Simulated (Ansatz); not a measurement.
C2H4N, doublet: a nudged elastic band.

in.yaml

```yaml
crystal:
  periodic: [false, false, false]
  atoms:
    - {symbol: H, position_ang: [-0.215100, 1.094798, 0.012007]}
    - {symbol: C, position_ang: [0.628269, 0.428003, 0.198082]}
    - {symbol: C, position_ang: [0.224800, -0.949582, -0.000058]}
    - {symbol: N, position_ang: [-0.096470, -2.041475, -0.157508]}
    - {symbol: H, position_ang: [-2.953175, 0.210048, -0.788265]}
    - {symbol: H, position_ang: [0.973801, 0.574181, 1.222515]}
    - {symbol: H, position_ang: [1.437875, 0.684127, -0.486872]}
basis:
  gaussian: {orbitals: def2-SVP}
magnetization: {spin_polarized: true, initial_magnetization: 1}
hamiltonian: {xc: pbe0, dispersion: d4}
neb:
  images: 5
  climbing: true
  max_iterations: 40
  initial_path: idpp
  final_atoms:
    - {symbol: H, position_ang: [-3.172695, -0.100446, -0.868110]}
    - {symbol: C, position_ang: [1.959823, 0.062565, 0.536257]}
    - {symbol: C, position_ang: [0.632964, 0.018777, 0.173091]}
    - {symbol: N, position_ang: [-0.489638, -0.017859, -0.134152]}
    - {symbol: H, position_ang: [-3.893374, -0.122783, -1.065258]}
    - {symbol: H, position_ang: [2.236772, 0.018385, 1.580472]}
    - {symbol: H, position_ang: [2.726149, 0.141462, -0.222400]}
```

Command:

```bash
ansatz run in.yaml --threads 2 --pin off --events-out ev --progress --plain --max-ram 4352MiB
```

The run's output (Ansatz 0.2.0):

```
Functional definition: PBE0
  name "PBE0"
  cite "Adamo & Barone, J. Chem. Phys. 110, 6158 (1999) doi:10.1063/1.478522"
  cite "Perdew, Burke & Ernzerhof, Phys. Rev. Lett. 77, 3865 (1996) doi:10.1103/PhysRevLett.77.3865"
  parent pbe
  parameter a = 0.25
  parameter kappa = 0.804
  parameter beta = 0.06672455060314922
  exchange = (1 - a)*pbe_x(kappa = kappa, mu = beta*pi^2/3) + a*exact_x
  correlation = pbe_c(beta = beta)
705 factors; integrals over basis functions are off by at most 3.5e-4 eV
mean field evaluation 1: about -3614.8350 eV, gradient 2.9e1 eV
mean field evaluation 2: about -3611.9386 eV, gradient 3.9e1 eV
mean field evaluation 4: about -3618.8626 eV, gradient 9.2e-1 eV
mean field evaluation 8: about -3618.9024 eV, gradient 1.9e-2 eV
mean field evaluation 16: about -3618.9024 eV, gradient 8.0e-5 eV
mean field -3618.90237719 eV, -132.9922093815 hartree, gradient 8.0e-5 eV, S^2 0.750005; 0 other end points of the search recorded, 0 dependent functions left out
the calculation of the forces begins
reference -3618.90240273 eV, -132.9922103200 hartree; 12, 11 occupied and 50, 51 virtual orbitals, 705 factors
703 factors; integrals over basis functions are off by at most 7.2e-4 eV
mean field evaluation 32: about -3619.0863 eV, gradient 3.7e-5 eV
mean field -3619.08633842 eV, -132.9989698322 hartree, gradient 3.8e-5 eV, S^2 0.772209; 0 other end points of the search recorded, 0 dependent functions left out
the calculation of the forces begins
reference -3619.08635988 eV, -132.9989706207 hartree; 12, 11 occupied and 50, 51 virtual orbitals, 703 factors
WARN: NEB end point (image 0): max|allowed force component| = 9.700e-1 eV/Å (the criterion of neb.relax_end_points is 1.000e-2). That is over neb.f_tol: it is no minimum, so the barrier can be far off. Relax it first
WARN: NEB end point (image 6): max|allowed force component| = 7.417e-1 eV/Å (the criterion of neb.relax_end_points is 1.000e-2). That is over neb.f_tol: it is no minimum, so the barrier can be far off. Relax it first
705 factors; integrals over basis functions are off by at most 6.0e-4 eV
mean field evaluation 64: about -3614.7321 eV, gradient 4.0e0 eV
mean field -3615.53341956 eV, -132.8684024724 hartree, gradient 1.2e-5 eV, S^2 0.754927; 2 other end points of the search recorded, 0 dependent functions left out
the calculation of the forces begins
reference -3615.53344565 eV, -132.8684034312 hartree; 12, 11 occupied and 50, 51 virtual orbitals, 705 factors
705 factors; integrals over basis functions are off by at most 3.3e-4 eV
mean field evaluation 96: about -3608.5217 eV, gradient 3.0e1 eV
mean field evaluation 128: about -3614.2800 eV, gradient 6.5e-4 eV
mean field -3614.27999252 eV, -132.8223398783 hartree, gradient 3.4e-5 eV, S^2 1.630291; 4 other end points of the search recorded, 0 dependent functions left out
the calculation of the forces begins
reference -3614.28002021 eV, -132.8223408957 hartree; 12, 11 occupied and 50, 51 virtual orbitals, 705 factors
701 factors; integrals over basis functions are off by at most 1.1e-3 eV
mean field evaluation 160: about -3614.1118 eV, gradient 1.1e1 eV
mean field evaluation 192: about -3614.7731 eV, gradient 5.2e-5 eV
mean field -3614.77308172 eV, -132.8404605720 hartree, gradient 5.2e-5 eV, S^2 1.446335; 4 other end points of the search recorded, 0 dependent functions left out
the calculation of the forces begins
reference -3614.77310892 eV, -132.8404615717 hartree; 12, 11 occupied and 50, 51 virtual orbitals, 701 factors
704 factors; integrals over basis functions are off by at most 8.4e-4 eV
mean field evaluation 224: about -3615.9087 eV, gradient 6.0e-3 eV
mean field -3615.90865208 eV, -132.8821920131 hartree, gradient 7.0e-6 eV, S^2 0.790051; 2 other end points of the search recorded, 0 dependent functions left out
the calculation of the forces begins
reference -3615.90867599 eV, -132.8821928917 hartree; 12, 11 occupied and 50, 51 virtual orbitals, 704 factors
705 factors; integrals over basis functions are off by at most 6.9e-4 eV
mean field evaluation 256: about -3617.8082 eV, gradient 1.2e-2 eV
mean field -3617.80822731 eV, -132.9520001153 hartree, gradient 3.9e-5 eV, S^2 0.769865; 0 other end points of the search recorded, 0 dependent functions left out
the calculation of the forces begins
reference -3617.80825008 eV, -132.9520009518 hartree; 12, 11 occupied and 50, 51 virtual orbitals, 705 factors
NEB iter   1: max|band force component| = 4.199e0 eV/Å  barrier→ = 4.6152 eV  barrier← = 4.7912 eV  Δτ_max = 0.1995 Å  (477 SCF iters)
NEB iter   2: max|band force component| = 4.449e0 eV/Å  barrier→ = 4.1727 eV  barrier← = 4.3486 eV  Δτ_max = 0.2000 Å  (280 SCF iters)
NEB iter   3: max|band force component| = 4.431e0 eV/Å  barrier→ = 3.8033 eV  barrier← = 3.9792 eV  Δτ_max = 0.2000 Å  (244 SCF iters)
NEB iter   4: max|band force component| = 5.021e0 eV/Å  barrier→ = 3.0893 eV  barrier← = 3.2653 eV  Δτ_max = 0.1033 Å  (236 SCF iters)
NEB iter   5: max|band force component| = 4.135e0 eV/Å  barrier→ = 2.9065 eV  barrier← = 3.0824 eV  Δτ_max = 0.1043 Å  (195 SCF iters)
NEB iter   6: max|band force component| = 4.330e0 eV/Å  barrier→ = 2.6517 eV  barrier← = 2.8277 eV  Δτ_max = 0.2000 Å  (187 SCF iters)
NEB iter   7: max|band force component| = 4.172e0 eV/Å  barrier→ = 1.6658 eV  barrier← = 1.8417 eV  Δτ_max = 0.2000 Å  (179 SCF iters)
NEB iter   8: max|band force component| = 3.035e0 eV/Å  barrier→ = 0.7190 eV  barrier← = 0.8949 eV  Δτ_max = 0.2000 Å  (178 SCF iters)
NEB iter   9: max|band force component| = 1.053e1 eV/Å  barrier→ = 1.0120 eV  barrier← = 1.1880 eV  Δτ_max = 0.1020 Å  (181 SCF iters)
NEB iter  10: max|band force component| = 1.138e0 eV/Å  barrier→ = 0.1294 eV  barrier← = 0.3054 eV  Δτ_max = 0.1895 Å  (171 SCF iters)
NEB iter  11: max|band force component| = 4.674e-1 eV/Å  barrier→ = 0.0690 eV  barrier← = 0.2450 eV  CI = image 1  Δτ_max = 0.2000 Å  (174 SCF iters)
NEB iter  12: max|band force component| = 4.271e1 eV/Å  barrier→ = 4.7570 eV  barrier← = 4.9330 eV  CI = image 2  Δτ_max = 0.1016 Å  (180 SCF iters)
NEB iter  13: max|band force component| = 1.988e1 eV/Å  barrier→ = 1.9527 eV  barrier← = 2.1287 eV  CI = image 2  Δτ_max = 0.1917 Å  (176 SCF iters)
NEB iter  14: max|band force component| = 1.723e1 eV/Å  barrier→ = 1.7678 eV  barrier← = 1.9438 eV  CI = image 3  Δτ_max = 0.1921 Å  (178 SCF iters)
NEB iter  15: max|band force component| = 9.883e0 eV/Å  barrier→ = 0.7583 eV  barrier← = 0.9343 eV  CI = image 2  Δτ_max = 0.2000 Å  (181 SCF iters)
NEB iter  16: max|band force component| = 7.570e0 eV/Å  barrier→ = 0.5175 eV  barrier← = 0.6935 eV  CI = image 2  Δτ_max = 0.1441 Å  (171 SCF iters)
NEB iter  17: max|band force component| = 7.191e0 eV/Å  barrier→ = 0.4595 eV  barrier← = 0.6354 eV  CI = image 2  Δτ_max = 0.0725 Å  (178 SCF iters)
NEB iter  18: max|band force component| = 6.745e0 eV/Å  barrier→ = 0.4257 eV  barrier← = 0.6016 eV  CI = image 2  Δτ_max = 0.1464 Å  (173 SCF iters)
NEB iter  19: max|band force component| = 5.455e0 eV/Å  barrier→ = 0.3653 eV  barrier← = 0.5412 eV  CI = image 2  Δτ_max = 0.1985 Å  (176 SCF iters)
NEB iter  20: max|band force component| = 5.113e0 eV/Å  barrier→ = 0.2763 eV  barrier← = 0.4523 eV  CI = image 2  Δτ_max = 0.1909 Å  (176 SCF iters)
NEB iter  21: max|band force component| = 4.200e0 eV/Å  barrier→ = 0.1224 eV  barrier← = 0.2984 eV  CI = image 2  Δτ_max = 0.1784 Å  (182 SCF iters)
NEB iter  22: max|band force component| = 1.221e0 eV/Å  barrier→ = 0.0010 eV  barrier← = 0.1769 eV  CI = image 1  Δτ_max = 0.1960 Å  (169 SCF iters)
NEB iter  23: max|band force component| = 1.419e0 eV/Å  barrier→ = 0.0138 eV  barrier← = 0.1898 eV  CI = image 5  Δτ_max = 0.1002 Å  (178 SCF iters)
NEB iter  24: max|band force component| = 9.568e-1 eV/Å  barrier→ = -0.0014 eV  barrier← = 0.1746 eV  CI = image 1  Δτ_max = 0.1023 Å  (177 SCF iters)
NEB iter  25: max|band force component| = 1.768e0 eV/Å  barrier→ = -0.0004 eV  barrier← = 0.1755 eV  CI = image 1  Δτ_max = 0.0507 Å  (174 SCF iters)
NEB iter  26: max|band force component| = 7.312e-1 eV/Å  barrier→ = 0.0004 eV  barrier← = 0.1764 eV  CI = image 1  Δτ_max = 0.0500 Å  (178 SCF iters)
NEB iter  27: max|band force component| = 3.898e-1 eV/Å  barrier→ = 0.0007 eV  barrier← = 0.1767 eV  CI = image 1  Δτ_max = 0.0500 Å  (176 SCF iters)
NEB iter  28: max|band force component| = 1.873e-1 eV/Å  barrier→ = -0.0000 eV  barrier← = 0.1760 eV  CI = image 1  Δτ_max = 0.0987 Å  (175 SCF iters)
NEB iter  29: max|band force component| = 1.394e0 eV/Å  barrier→ = -0.0012 eV  barrier← = 0.1747 eV  CI = image 1  Δτ_max = 0.0503 Å  (174 SCF iters)
NEB iter  30: max|band force component| = 7.443e-1 eV/Å  barrier→ = -0.0007 eV  barrier← = 0.1753 eV  CI = image 1  Δτ_max = 0.1003 Å  (166 SCF iters)
NEB iter  31: max|band force component| = 7.282e-1 eV/Å  barrier→ = -0.0016 eV  barrier← = 0.1743 eV  CI = image 1  Δτ_max = 0.0991 Å  (158 SCF iters)
NEB iter  32: max|band force component| = 2.656e-1 eV/Å  barrier→ = -0.0025 eV  barrier← = 0.1735 eV  CI = image 1  Δτ_max = 0.1951 Å  (149 SCF iters)
NEB iter  33: max|band force component| = 2.436e0 eV/Å  barrier→ = 0.1069 eV  barrier← = 0.2829 eV  CI = image 4  Δτ_max = 0.1007 Å  (172 SCF iters)
NEB iter  34: max|band force component| = 9.800e-1 eV/Å  barrier→ = -0.0021 eV  barrier← = 0.1738 eV  CI = image 1  Δτ_max = 0.1990 Å  (171 SCF iters)
NEB iter  35: max|band force component| = 4.298e0 eV/Å  barrier→ = 0.3587 eV  barrier← = 0.5346 eV  CI = image 2  Δτ_max = 0.1019 Å  (178 SCF iters)
NEB iter  36: max|band force component| = 1.352e0 eV/Å  barrier→ = -0.0022 eV  barrier← = 0.1738 eV  CI = image 1  Δτ_max = 0.2000 Å  (166 SCF iters)
NEB iter  37: max|band force component| = 1.373e0 eV/Å  barrier→ = 0.0924 eV  barrier← = 0.2684 eV  CI = image 3  Δτ_max = 0.1004 Å  (178 SCF iters)
NEB iter  38: max|band force component| = 1.241e0 eV/Å  barrier→ = -0.0020 eV  barrier← = 0.1739 eV  CI = image 1  Δτ_max = 0.1015 Å  (176 SCF iters)
NEB iter  39: max|band force component| = 3.635e-1 eV/Å  barrier→ = -0.0021 eV  barrier← = 0.1739 eV  CI = image 1  Δτ_max = 0.0985 Å  (167 SCF iters)
NEB iter  40: max|band force component| = 1.561e0 eV/Å  barrier→ = -0.0022 eV  barrier← = 0.1738 eV  CI = image 1  Δτ_max = 0.0505 Å  (161 SCF iters)
Error: NEB band did not converge after 40 iterations: max|band force component| = 1.56e0 eV/Å (threshold 5.0e-2); raise `neb.max_iterations` in a new run, which can start from the last band evaluated (`neb.initial_path`, with `crystal.atoms` and `neb.final_atoms` set to its first and last images), add images, or start from endpoints closer to local minima. Where this run's directory can be resumed (`checkpoint.write`), a resume goes on for up to `neb.max_iterations` more; to start a new run from the last band, take its images' positions from the `neb_iteration` event of iteration 40 (`data.images[].positions_ang`), in the event stream of the run that computed that iteration (not this run's, if it was resumed behind it). With `checkpoint.write`, `steps/00-neb/state/checkpoint.json` in the run directory holds the last saved band, under `neb.evaluated.images[].positions_ang` (a band under a hybrid functional on support functions is neither saved nor resumed: `neb.initial_path` says where its path is): check the last entry of `neb.iterations` there, which is earlier than 40 if that iteration was not saved or its write failed. If the band's step has no `state` directory and holds `state.next`, a write was cut short, and the file is under `state.next` instead (behind a loss of power it can be under `state.prev`)
a run's events are kept only if it was started with --events-out <file>, and are in that file

[the SCF lines of later steps are left out]
```

The lines “mean field evaluation” count trial sets of orbitals through the whole run, from several starts and some on an approximate energy, so they need not fall steadily or lie above the final value.

The run took about 3.3 min on 2 CPU threads of an Arm Neoverse V2 (shared host).


The run did not converge within its limit.